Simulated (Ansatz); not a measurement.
Task: a rigid scan of one bond length of C3H3F, SMILES C#CCF, with Ansatz's Python interface. Give the script and its output. Settings (for the species named): r2SCAN, cc-pVDZ basis, multiplicity 1, D3BJ dispersion.

```xyz
7

C    -1.0459    0.8677   -0.9555
C    -0.3178    0.2925   -0.2950
C     0.6021   -0.4558    0.5116
F     0.1727   -1.6671    0.7916
H    -1.7899    1.4465   -1.5821
H     1.5826   -0.5972    0.0025
H     0.8574    0.0454    1.4813
```

`c3h3f.py`:
```python
"""Stretching a bond of C3H3F, the rest held rigid."""

import logging
import sys

import ansatz
import numpy as np

logging.basicConfig(stream=sys.stdout, format="[%(levelname)s] %(message)s")
log = logging.getLogger("run")
log.setLevel(logging.INFO)

config = {
    "basis": "cc-pVDZ",
    "functional": "r2SCAN",
    "dispersion": "d3bj",
}

geometry_ang = [
    ("C", [-1.0459, 0.8677, -0.9555]),
    ("C", [-0.3178, 0.2925, -0.295]),
    ("C", [0.6021, -0.4558, 0.5116]),
    ("F", [0.1727, -1.6671, 0.7916]),
    ("H", [-1.7899, 1.4465, -1.5821]),
    ("H", [1.5826, -0.5972, 0.0025]),
    ("H", [0.8574, 0.0454, 1.4813]),
]
molecule = ansatz.Crystal.molecule()
for symbol, xyz in geometry_ang:
    molecule = molecule.atom(symbol, xyz)

symbols = [site.symbol for site in molecule.cartesian_sites]
start = np.array([site.position_ang for site in molecule.cartesian_sites])
axis = (start[4] - start[0]) / np.linalg.norm(start[4] - start[0])
moving = [4]
lengths, energies = [0.996, 1.041, 1.087, 1.132, 1.177, 1.222, 1.268, 1.336], []
for length in lengths:
    xyz = start.copy()
    xyz[moving] += (length - np.linalg.norm(start[4] - start[0])) * axis
    point = ansatz.Crystal.molecule()
    for symbol, place in zip(symbols, xyz):
        point = point.atom(symbol, place.tolist())
    model = (
        point.calculation()
        .basis(gaussian=config["basis"])
        .functional(config["functional"], dispersion=config["dispersion"])
    )
    report = model.run(threads=1).report
    energies.append(report["free_energy_ev"])
    log.info(f"r = {length:6.3f} A  E = {energies[-1]:.5f} eV  <S^2> = {abs(report['mean_field']['state']['spin_squared']):.3f}")

# quartic fit about the minimum
fit = np.polynomial.Polynomial.fit(lengths, np.array(energies) - min(energies), 4).convert()
roots = [r.real for r in fit.deriv().roots() if abs(r.imag) < 1e-9 and fit.deriv(2)(r.real) > 0]
r_e = min(roots, key=lambda r: abs(r - lengths[int(np.argmin(energies))]))
log.info(f"minimum of the fit at {r_e:.4f} A, force constant {fit.deriv(2)(r_e):.2f} eV/A^2")
```

```console
$ python c3h3f.py
DeckWarning: the engine holds no damping parameters fitted to this dispersion correction and functional, so the run takes those fitted to r2scan beside the three-body term, which d3bj leaves out (hamiltonian.dispersion, under Limitations)
[INFO] r =  0.996 A  E = -5870.78879 eV  <S^2> = 0.000
[INFO] r =  1.041 A  E = -5870.90222 eV  <S^2> = 0.000
[INFO] r =  1.087 A  E = -5870.91736 eV  <S^2> = 0.000
[INFO] r =  1.132 A  E = -5870.85590 eV  <S^2> = 0.000
[INFO] r =  1.177 A  E = -5870.73653 eV  <S^2> = 0.000
[INFO] r =  1.222 A  E = -5870.57308 eV  <S^2> = 0.000
[INFO] r =  1.268 A  E = -5870.37186 eV  <S^2> = 0.000
[INFO] r =  1.336 A  E = -5870.03041 eV  <S^2> = 0.000
[INFO] minimum of the fit at 1.0717 A, force constant 40.57 eV/A^2
```
(Warnings from the package without file and line.)

Caveats:
- Total energies depend on the basis set; only differences at equal settings carry meaning.
- The rest of the molecule is held rigid at a force-field or estimated start geometry, and the basis set is modest; single-reference methods fail as a bond breaks.
- The orbitals are restricted, so S² is zero by construction.
- A dispersion term here runs with damping parameters fitted for another variant or functional.
- Wall time of the script: 24 s on 1 thread of Arm Neoverse V1 (shared host), peak memory 0.19 GiB.
